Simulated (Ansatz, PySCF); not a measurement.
Zinc-blende AlAs: properties by level of theory

Reference values: lattice constant a 5.649 Å (measured, static lattice: zero-point anharmonic expansion removed; as tabulated in Mejia-Rodriguez and Trickey (2018), arXiv:1807.09216); bulk modulus 75 GPa (measured, 0 K value with the zero-point phonon effect removed; as tabulated in Mejia-Rodriguez and Trickey (2018), arXiv:1807.09216); cohesive energy 3.82 eV/atom (measured, static lattice: zero-point vibration energy added, sources range from 3.82 to 4.00; as tabulated in Mejia-Rodriguez and Trickey (2018), arXiv:1807.09216).

```csv
level (code),lattice parameter a (Å),bulk modulus B0 (GPa),cohesive energy (eV/atom)
BLYP (Ansatz),5.796,59.5,…
HSE06 (Ansatz),5.682,…,…
MP2 (PySCF),5.620,82.1,4.19
```

Q: Fill in the missing entries.

A: 
- BLYP (Ansatz, a first-principles code), cohesive energy (eV/atom): 3.25
- HSE06 (Ansatz), bulk modulus B0 (GPa): 75.8
- HSE06 (Ansatz), cohesive energy (eV/atom): 3.71

Differences from the reference values (errors of the level alone only where the reference is corrected to a static lattice):

```
level  lattice constant a (%)  bulk modulus (%)
-----  ----------------------  ----------------
BLYP                    +2.60               -21
HSE06                   +0.58              +1.1
MP2                     -0.51              +9.5
```

Nearest: lattice constant a, MP2 or HSE06; bulk modulus, not ranked (one source).

Ansatz's density-functional and Hartree–Fock values are scalar-relativistic unless marked +SOC, with PAW data made under PBE.

Differences are worked out from the printed values.

Static lattice: no zero-point or thermal effects.
